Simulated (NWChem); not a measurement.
**CH5N (methylamine) at 6 levels**

Aim: a comparison of 6 runs (revPBE/aug-cc-pVDZ, PBE/aug-cc-pVDZ, SVWN5/aug-cc-pVDZ, TPSS/aug-cc-pVDZ, r2SCAN/aug-cc-pVDZ, CCSD(T)/aug-cc-pVDZ) of CH5N (methylamine). 

The results are computed with NWChem 7.3.0.

## Step 1: Starting point

CH5N: 7 atoms, total charge 0, spin state singlet. SMILES: `CN`. Geometry: relaxed at PBE0-D4/def2-TZVP.

Bond lengths: C1–N2 1.453 Å, C1–H3 1.100 Å, C1–H4 1.092 Å, C1–H5 1.092 Å, N2–H6 1.012 Å, N2–H7 1.012 Å. Angles: C1–N2–H6 110.6°, C1–N2–H7 110.6°, N2–C1–H3 115.4°, N2–C1–H4 109.4°, N2–C1–H5 109.4°, H6–N2–H7 106.7°, H3–C1–H4 107.7°, H3–C1–H5 107.7°, H4–C1–H5 106.9°.

## Step 2: Energy and forces at revPBE/aug-cc-pVDZ (run 1)

Contents of calc.nw:

```
echo
start calc
memory total 2200 mb

geometry units atomic noautosym nocenter noautoz
C  -0.89535224 -0.26153810 -0.53195790
N   1.51480446  0.73869394  0.32219830
H  -1.86024640 -1.52387515  0.80785792
H  -0.61831839 -1.30523383 -2.29129293
H  -2.17412991  1.30258822 -0.95525656
H   2.73632343 -0.68143524  0.70581271
H   1.29691904  1.73061118  1.94244948
end

basis spherical bse
* library aug-cc-pVDZ
end

dft
xc revpbe cpbe96
grid fine
convergence energy 1e-08
maxiter 100
mulliken
print low
end

task dft gradient
```

Command:

```sh
$ nwchem calc.nw > calc.out
```

The log of the run:

```text
[...]
 d= 0,ls=0.0,diis     1    -95.8102787159 -1.38D+02  1.40D-02  2.95D-01     3.2
[...]
 d= 0,ls=0.0,diis     8    -95.8407747013  3.36D-09  3.43D-06  1.71D-07    20.3
         Total DFT energy =      -95.840774701303
      One electron energy =     -211.682541533531
           Coulomb energy =       87.875478328808
    Exchange-Corr. energy =      -14.174590106630
 Nuclear repulsion energy =       42.140878610051
[...]
      Total Density - Mulliken Population Analysis
     ---------------------------------------------
    Atom       Charge   Shell Charges
 -----------   ------   -------------------------------------------------------
    1 C    6     5.02   2.02  0.66  0.16  0.09  2.12  0.00 -0.03  0.07 -0.09
    2 N    7     7.15   2.02  0.75  0.72  0.01  2.43  1.09  0.09  0.03  0.03
    3 H    1     1.21   0.79  0.45  0.00  0.03 -0.06
    4 H    1     1.25   0.79  0.47 -0.00  0.03 -0.03
    5 H    1     1.25   0.79  0.47 -0.00  0.03 -0.03
    6 H    1     1.06   0.79  0.22  0.00  0.05  0.00
    7 H    1     1.06   0.79  0.22  0.00  0.05  0.00
[...]
                         DFT ENERGY GRADIENTS
    atom               coordinates                        gradient
                 x          y          z           x          y          z
   1 C      -0.895352  -0.261538  -0.531958    0.003164   0.001854   0.000167
   2 N       1.514804   0.738694   0.322198   -0.005883  -0.007764   0.008148
   3 H      -1.860246  -1.523875   0.807858    0.004951   0.005928  -0.005825
   4 H      -0.618318  -1.305234  -2.291293   -0.001197   0.004736   0.008065
   5 H      -2.174130   1.302588  -0.955257    0.005889  -0.007124   0.001995
   6 H       2.736323  -0.681435   0.705813   -0.007351   0.007697  -0.002956
   7 H       1.296919   1.730611   1.942449    0.000426  -0.005328  -0.009593
 Task  times  cpu:       29.5s     wall:       29.5s
 Total times  cpu:       29.6s     wall:       29.6s
```

It took 30 s on 1 thread of Intel Xeon Platinum 8175M at 2.50GHz (Skylake/Cascade Lake), shared host; peak memory 0.12 GiB.

## Step 3: Energy and gradient at PBE/aug-cc-pVDZ (run 2)

Contents of mol.nw:

```
start mol
memory total 2200 mb
charge 0
geometry units angstrom noautosym nocenter noautoz
  C     -0.473800    -0.138400    -0.281500
  N      0.801600     0.390900     0.170500
  H     -0.984400    -0.806400     0.427500
  H     -0.327200    -0.690700    -1.212500
  H     -1.150500     0.689300    -0.505500
  H      1.448000    -0.360600     0.373500
  H      0.686300     0.915800     1.027900
end
basis spherical bse
  * library aug-cc-pVDZ
end
dft
  xc xpbe96 cpbe96
  grid fine
  convergence energy 1e-08
  iterations 100
  mulliken
end
task dft gradient
```

Command:

```sh
$ nwchem mol.nw > mol.out
```

The log of the run:

```text
[...]
          Wavefunction type:  closed shell.
          No. of atoms     :     7
          No. of electrons :    18
[...]
          Charge           :     0
          Spin multiplicity:     1
[...]
          AO basis - number of functions:    91
[...]
              XC Information
              --------------
          PerdewBurkeErnzerhof Exchange Functional  1.000
            Perdew 1991 LDA Correlation Functional  1.000 local
           PerdewBurkeErnz. Correlation Functional  1.000 non-local
[...]
 d= 0,ls=0.0,diis     1    -95.7092473325 -1.38D+02  1.54D-02  3.04D-01     3.2
[...]
 d= 0,ls=0.0,diis     8    -95.7390214948 -1.95D-11  3.12D-06  1.30D-07    20.3
         Total DFT energy =      -95.739021494752
      One electron energy =     -211.692184097123
           Coulomb energy =       87.878987990756
    Exchange-Corr. energy =      -14.066707038959
 Nuclear repulsion energy =       42.140881650574
[...]
      Total Density - Mulliken Population Analysis
     ---------------------------------------------
    Atom       Charge   Shell Charges
 -----------   ------   -------------------------------------------------------
    1 C    6     4.97   2.02  0.66  0.14  0.08  2.14 -0.02 -0.03  0.07 -0.08
    2 N    7     7.10   2.02  0.75  0.70  0.01  2.44  1.05  0.08  0.03  0.03
    3 H    1     1.24   0.78  0.49  0.00  0.03 -0.06
    4 H    1     1.28   0.78  0.50  0.00  0.03 -0.03
    5 H    1     1.28   0.78  0.50  0.00  0.03 -0.03
    6 H    1     1.07   0.78  0.23  0.00  0.05  0.00
    7 H    1     1.07   0.78  0.23  0.00  0.05  0.00
[...]
  wavefunction    = closed shell
                         DFT ENERGY GRADIENTS
    atom               coordinates                        gradient
                 x          y          z           x          y          z
   1 C      -0.895352  -0.261538  -0.531958    0.000502   0.000771  -0.000821
   2 N       1.514804   0.738694   0.322198   -0.002739  -0.006021   0.008406
   3 H      -1.860246  -1.523875   0.807858    0.004600   0.005572  -0.005540
   4 H      -0.618318  -1.305234  -2.291293   -0.001172   0.004438   0.007730
   5 H      -2.174130   1.302588  -0.955256    0.005557  -0.006823   0.001967
   6 H       2.736323  -0.681435   0.705813   -0.007183   0.007411  -0.002620
   7 H       1.296919   1.730611   1.942449    0.000436  -0.005349  -0.009122
[...]
```

Run time: 30 s. Hardware: 1 thread of Intel Xeon Platinum 8175M at 2.50GHz (Skylake/Cascade Lake), shared host; peak memory 0.12 GiB.

Runs 3 to 5 aren't shown in full; the table further down has their settings and results.

## Step 4: A single-point energy at CCSD(T)/aug-cc-pVDZ (run 6)

Contents of ch5n.nw:

```
start ch5n
memory 2200 mb
charge 0
geometry units angstrom noautosym nocenter noautoz
  C     -0.473800    -0.138400    -0.281500
  N      0.801600     0.390900     0.170500
  H     -0.984400    -0.806400     0.427500
  H     -0.327200    -0.690700    -1.212500
  H     -1.150500     0.689300    -0.505500
  H      1.448000    -0.360600     0.373500
  H      0.686300     0.915800     1.027900
end
basis spherical bse
  * library aug-cc-pVDZ
end
scf
  thresh 1e-08
  maxiter 80
  noprint "final vectors analysis"
end
ccsd
  freeze core 2
  maxiter 60
end
task ccsd(t) energy
```

Command:

```sh
$ nwchem ch5n.nw > ch5n.out
```

The log of the run:

```text
[...]
  functions       =    91
[...]
  wavefunction    = RHF
[...]
         Total SCF energy =    -95.230789040306
      One-electron energy =   -211.551851717745
      Two-electron energy =     74.180181026865
 Nuclear repulsion energy =     42.140881650574
        Time for solution =     20.8s
[...]
 Total MP2 energy:            -95.573217884805686
[...]
             energy      energy      error      ampl     ampl      Block
                                                time     time      time
[...]
 Total CCSD energy:            -95.602592223778643
[...]
 Total CCSD+T(CCSD) energy:            -95.613535837173700
[...]
 Total CCSD(T) energy:                 -95.613216497941096
[...]
```

It took 3 min on 1 thread of Intel Xeon Platinum 8175M at 2.50GHz (Skylake/Cascade Lake), shared host; peak memory 0.2 GiB.

## Step 5: Overview of the runs

| run | level | task | integration grid | energy (Eh) | largest force (eV/Å) | wall time |
| --- | --- | --- | --- | --- | --- | --- |
| 1 | revPBE/aug-cc-pVDZ | gradient | fine | -95.840775 | 0.653 | 30 s |
| 2 | PBE/aug-cc-pVDZ | gradient | fine | -95.739021 | 0.550 | 30 s |
| 3 | SVWN5/aug-cc-pVDZ | gradient | fine | -95.011400 | 0.738 | 24 s |
| 4 | TPSS/aug-cc-pVDZ | gradient | fine | -95.884124 | 0.565 | 36 s |
| 5 | r2SCAN/aug-cc-pVDZ | gradient | fine | -95.807593 | 0.365 | 39 s |
| 6 | CCSD(T)/aug-cc-pVDZ | energy | – | -95.613216 | – | 3 min |

## Step 6: Summary of results

```
                                          quantity         value
                               run 6: total energy  -95.61322 Eh
run 6: correlation energy (2 core orbitals frozen)    -382.4 mEh
                             run 6: (T) correction    -10.62 mEh
```

In words: Over runs 2, 3, 4, 5 the dipole moment (its size) runs from 1.26 D (PBE/aug-cc-pVDZ) to 1.30 D (SVWN5/aug-cc-pVDZ). Over runs 2, 3, 4, 5 the HOMO–LUMO gap runs from 4.78 eV (PBE/aug-cc-pVDZ) to 5.76 eV (r2SCAN/aug-cc-pVDZ). Totals of different functionals can't be ranked against each other. All runs together took 5.6 min, the longest 3 min.
